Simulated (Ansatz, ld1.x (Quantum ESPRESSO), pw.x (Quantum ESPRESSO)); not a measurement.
Ni (Z = 28) (bcc): variants of one RRKJ potential in the solid

nickel, norm-conserving RRKJ (Kleinman–Bylander form), made with ld1.x (Quantum ESPRESSO) 7.5 (PBEsol, scalar-relativistic). Core [Ar], reference 3d8 4s2 4p0. Waves: 4p (bound, empty): rc 3.10 bohr; 3d (bound): rc 1.50 bohr; 4s (bound): rc 1.55 bohr. Local part: the s channel. Core correction: none. rho0 = 0.001.

Crystal test: bcc Ni in pw.x 7.5, no spin, 17³ k-points, Fermi–Dirac smearing 0.01 Ry, cutoffs set for each file from its atomic test. The reference is all-electron LAPW (Ansatz 0.2.0) with the same functional, mesh and smearing; V0 and B0 come from Birch–Murnaghan fits to the pressures at five volumes. Errors are pseudo minus all-electron; Δ is the rms difference of the E(V) curves that follow from these fits, minima aligned, over ±6 % about the mean V0. Mesh and smearing are coarse, so the numbers serve the comparison and aren't converged zero-temperature values; the lattice is a test structure that the element need not adopt. Spin polarisation and strong correlation are left out, which matters for this element.

All-electron: a0 = 2.754 Å (V0 = 10.44 Å³/atom), B0 = 224.2 GPa.

Base: The largest radius (3.10 bohr) exceeds half the bond length (2.25 bohr), so the spheres overlap, which is one possible source of error among others. This is a poor potential for the solid.

2 further variants are left out: they gave no file fit for a test, a broken result, the same result as the base, or pressures whose basis-set error rivals the error shown.

A dash in a converged row means that the minimum lies outside the volumes sampled.

```csv
change,cutoffs (Ry),pw.x,a0 (Å),a0 error (%),B0 error (%),Δ (meV/atom),mean pressure error (GPa)
base,145/580,converged,2.790,+1.32,-2.6,20.4,+9.49
"all radii scaled by about 1.07 (s 1.66, p 3.32, d 1.60 bohr)",135/540,converged,2.795,+1.50,-2.7,23.3,+10.94
"all radii scaled by about 1.20 (s 1.86, p 3.70, d 1.80 bohr)",110/440,converged,–,–,–,–,+13.54
```

**Question.** Give the row for: all radii scaled by about 1.32 (s 2.04, p 4.08, d 1.98 bohr).

**Answer.** pw.x: converged; mean pressure error (GPa): +10.03; a0 (Å): 2.794; a0 error (%): +1.46; B0 error (%): -8.8; Δ (meV/atom): 21.8.
